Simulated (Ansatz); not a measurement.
# Molecular dynamics of H3OSSi, charge -1

input.yaml

```yaml
crystal:
  periodic: [false, false, false]
  atoms:
    - { symbol: O, position_ang: [-0.080801, -1.419384, 0.012115] }
    - { symbol: Si, position_ang: [0.40851, 0.738623, 0.187089] }
    - { symbol: S, position_ang: [-1.019096, 1.822376, -0.811608] }
    - { symbol: H, position_ang: [-0.574032, -1.230656, -0.817139] }
    - { symbol: H, position_ang: [0.996974, -0.713547, -0.302397] }
    - { symbol: H, position_ang: [0.268434, 0.802598, 1.73194] }
total_charge: -1
basis:
  gaussian: { orbitals: def2-SVP }
hamiltonian:
  xc: pbe
md:
  timestep: 0.5
  n_steps: 200
  ensemble: nve
  temperature: 100.0
  initial_velocities: maxwell_boltzmann
  seed: 6504
```

Command:

```bash
$ ansatz run input.yaml --threads 1 --pin off --max-ram 2048MiB --backend cpu --events-out ev --progress --plain --runs-dir out
```

It starts at the highest image of a converged band. Of that band: Beside the main top the profile has a ripple of under 15 meV (maxima at images 2, 4), which may be a very shallow well or noise. Neighbouring images differ by up to 2.2 eV, so the band resolves the path poorly. A vibrational analysis at the climbing image gives one clearly imaginary mode, 1119i cm⁻¹: a first-order saddle point.

Output, in part (one step line in 7, the closing report, with atoms numbered from 0):

```
md step     0: t =     0.00 fs  T =   100.0 K  F+E_penalty+E_count = -20790.65732188 eV  E_kin = 0.051704 eV  conserved = -20790.60561788 eV  (26 SCF iters)
md step     7: t =     3.50 fs  T =    73.2 K  F+E_penalty+E_count = -20790.64340923 eV  E_kin = 0.037861 eV  conserved = -20790.60554834 eV  (32 SCF iters)
md step    14: t =     7.00 fs  T =    50.2 K  F+E_penalty+E_count = -20790.63146700 eV  E_kin = 0.025960 eV  conserved = -20790.60550692 eV  (23 SCF iters)
md step    21: t =    10.50 fs  T =    59.4 K  F+E_penalty+E_count = -20790.63623856 eV  E_kin = 0.030687 eV  conserved = -20790.60555195 eV  (31 SCF iters)
md step    28: t =    14.00 fs  T =    76.7 K  F+E_penalty+E_count = -20790.64518246 eV  E_kin = 0.039681 eV  conserved = -20790.60550113 eV  (30 SCF iters)
md step    35: t =    17.50 fs  T =   206.1 K  F+E_penalty+E_count = -20790.71188513 eV  E_kin = 0.106558 eV  conserved = -20790.60532675 eV  (27 SCF iters)
md step    42: t =    21.00 fs  T =   710.3 K  F+E_penalty+E_count = -20790.97229260 eV  E_kin = 0.367244 eV  conserved = -20790.60504889 eV  (29 SCF iters)
md step    49: t =    24.50 fs  T =  1976.3 K  F+E_penalty+E_count = -20791.62715042 eV  E_kin = 1.021803 eV  conserved = -20790.60534697 eV  (29 SCF iters)
md step    56: t =    28.00 fs  T =  3650.4 K  F+E_penalty+E_count = -20792.49467215 eV  E_kin = 1.887426 eV  conserved = -20790.60724598 eV  (28 SCF iters)
md step    63: t =    31.50 fs  T =  4045.4 K  F+E_penalty+E_count = -20792.69876528 eV  E_kin = 2.091634 eV  conserved = -20790.60713099 eV  (28 SCF iters)
md step    70: t =    35.00 fs  T =  3237.0 K  F+E_penalty+E_count = -20792.27977786 eV  E_kin = 1.673647 eV  conserved = -20790.60613068 eV  (28 SCF iters)
md step    77: t =    38.50 fs  T =  2318.6 K  F+E_penalty+E_count = -20791.80470062 eV  E_kin = 1.198798 eV  conserved = -20790.60590276 eV  (28 SCF iters)
md step    84: t =    42.00 fs  T =  1698.2 K  F+E_penalty+E_count = -20791.48370453 eV  E_kin = 0.878023 eV  conserved = -20790.60568158 eV  (29 SCF iters)
md step    91: t =    45.50 fs  T =  1655.7 K  F+E_penalty+E_count = -20791.46334485 eV  E_kin = 0.856046 eV  conserved = -20790.60729843 eV  (25 SCF iters)
md step    98: t =    49.00 fs  T =  1212.6 K  F+E_penalty+E_count = -20791.22982764 eV  E_kin = 0.626938 eV  conserved = -20790.60288941 eV  (26 SCF iters)
md step   105: t =    52.50 fs  T =  3175.2 K  F+E_penalty+E_count = -20792.25117990 eV  E_kin = 1.641689 eV  conserved = -20790.60949085 eV  (28 SCF iters)
md step   112: t =    56.00 fs  T =  3101.2 K  F+E_penalty+E_count = -20792.20975158 eV  E_kin = 1.603430 eV  conserved = -20790.60632205 eV  (28 SCF iters)
md step   119: t =    59.50 fs  T =  2615.8 K  F+E_penalty+E_count = -20791.95862216 eV  E_kin = 1.352482 eV  conserved = -20790.60614018 eV  (29 SCF iters)
md step   126: t =    63.00 fs  T =  2583.2 K  F+E_penalty+E_count = -20791.94160544 eV  E_kin = 1.335630 eV  conserved = -20790.60597516 eV  (29 SCF iters)
md step   133: t =    66.50 fs  T =  3029.3 K  F+E_penalty+E_count = -20792.17249599 eV  E_kin = 1.566283 eV  conserved = -20790.60621301 eV  (29 SCF iters)
md step   140: t =    70.00 fs  T =  2997.6 K  F+E_penalty+E_count = -20792.16085698 eV  E_kin = 1.549868 eV  conserved = -20790.61098853 eV  (27 SCF iters)
md step   147: t =    73.50 fs  T =  1117.7 K  F+E_penalty+E_count = -20791.18066941 eV  E_kin = 0.577891 eV  conserved = -20790.60277838 eV  (26 SCF iters)
md step   154: t =    77.00 fs  T =  2221.5 K  F+E_penalty+E_count = -20791.75688841 eV  E_kin = 1.148629 eV  conserved = -20790.60825981 eV  (27 SCF iters)
md step   161: t =    80.50 fs  T =  1340.6 K  F+E_penalty+E_count = -20791.29794783 eV  E_kin = 0.693139 eV  conserved = -20790.60480927 eV  (30 SCF iters)
md step   168: t =    84.00 fs  T =  1800.7 K  F+E_penalty+E_count = -20791.53726899 eV  E_kin = 0.931046 eV  conserved = -20790.60622336 eV  (30 SCF iters)
md step   175: t =    87.50 fs  T =  2556.8 K  F+E_penalty+E_count = -20791.92777287 eV  E_kin = 1.321967 eV  conserved = -20790.60580609 eV  (29 SCF iters)
md step   182: t =    91.00 fs  T =  3671.2 K  F+E_penalty+E_count = -20792.50641750 eV  E_kin = 1.898159 eV  conserved = -20790.60825803 eV  (26 SCF iters)
md step   189: t =    94.50 fs  T =  2995.8 K  F+E_penalty+E_count = -20792.15249116 eV  E_kin = 1.548958 eV  conserved = -20790.60353310 eV  (26 SCF iters)
md step   196: t =    98.00 fs  T =  3560.3 K  F+E_penalty+E_count = -20792.45037339 eV  E_kin = 1.840825 eV  conserved = -20790.60954832 eV  (26 SCF iters)
md step   200: t =   100.00 fs  T =  2824.7 K  F+E_penalty+E_count = -20792.06724748 eV  E_kin = 1.460460 eV  conserved = -20790.60678740 eV  (25 SCF iters)
Total energy: -20792.06727731 eV, -764.0943790716 hartree
Atom 0 at    -0.176636    -0.944539    -0.035234 Å, force    -0.570782    -4.147009    -0.691428 eV/Å
Atom 1 at     0.423263     0.533911     0.181876 Å, force     0.193215     4.342078     0.366559 eV/Å
Atom 2 at    -0.996961     1.704960    -0.807849 Å, force     0.168587     0.308835     0.481327 eV/Å
Atom 3 at    -1.147748    -0.761288    -0.002004 Å, force     0.386073     0.075065    -0.513984 eV/Å
Atom 4 at     1.881155     1.208121    -0.386697 Å, force    -1.023745    -1.517023     0.858397 eV/Å
Atom 5 at     0.364017     0.313013     1.778331 Å, force     0.846652     0.938055    -0.500872 eV/Å
Dipole moment:     0.041499    -0.415502     0.111692 e Å
```

All steps were run. The conserved energy stayed within 0.97 meV per atom of its start (net change -0.19 meV per atom), so the integration is sound. The system heated up, since it started high on the potential surface and ran downhill. A run of 0.1 ps of so small a system gives no equilibrium averages. The orbitals stay closed-shell, which can raise the energy where a bond breaks towards radicals; this wasn't checked here. Limits of this set-up: an anion without diffuse functions, the dipole of an ion depends on the origin.

The step under study would form O1–H5 and break Si2–H5. These pairs go: O1–H5 1.33 → 3.00 Å, Si2–H5 1.64 → 1.70 Å. In the last frame they stand as before the step (other bonds may differ from the relaxed reactants and products). These pairs come and go: their bonding changes 6 times, last at 90 of 100 fs, so the outcome isn't settled. Also joined: O1–Si2 2.22 → 1.61 Å. It ends as one piece, H3OSSi (total charge -1). Pairs count as bonded within 1.25 times the sum of covalent radii (0.12 Å more for H–H).

Last frame:

```xyz
6
Properties=species:S:1:pos:R:3
O -0.177 -0.945 -0.035
Si 0.423 0.534 0.182
S -0.997 1.705 -0.808
H -1.148 -0.761 -0.002
H 1.881 1.208 -0.387
H 0.364 0.313 1.778
```

Run time: 3.4 min on 1 thread of AMD EPYC 7R43 64-Core Processor (Zen 3), on a shared host, peak memory 0.12 GiB.
